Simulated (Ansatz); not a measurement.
hcp Ti was calculated with PBEsol-D3(BJ) (plane waves, PAW; Ansatz, an electronic-structure program).

Settings: plane-wave cutoff 520 eV, 24×24×12 k mesh (along the axes of the cell as run), Fermi–Dirac smearing 0.05 eV, no spin polarisation, scalar-relativistic PAW data made under PBE.

Cell (relaxed at this level):

```cif
data_Ti2
_chemical_formula_sum 'Ti2'
_space_group_name_H-M_alt 'P63/mmc'
_space_group_IT_number 194
_space_group_name_Hall '-P 6c 2c'
_cell_length_a 2.85040
_cell_length_b 2.85040
_cell_length_c 4.51724
_cell_angle_alpha 90.000
_cell_angle_beta 90.000
_cell_angle_gamma 120.000
loop_
_atom_site_label
_atom_site_type_symbol
_atom_site_symmetry_multiplicity
_atom_site_Wyckoff_symbol
_atom_site_fract_x
_atom_site_fract_y
_atom_site_fract_z
_atom_site_occupancy
Ti1 Ti 2 c 0.33333 0.66667 0.25000 1
```

Task: Estimate the bulk modulus B0 and pressure derivative B′ of the bulk modulus that the calculation returns.

Result: 
* **bulk modulus B0**: 129 GPa
* **pressure derivative B′ of the bulk modulus**: 3.4

The run finds no gap.

Measured, for comparison: bulk modulus 108 GPa (zero-point energy and finite temperature contributions removed; as tabulated in doi:10.1021/acs.jctc.3c00612). Computed (rounded) less measured: bulk modulus +19 %.

Note: the bulk modulus comes from volumes at which shape and atoms were relaxed.
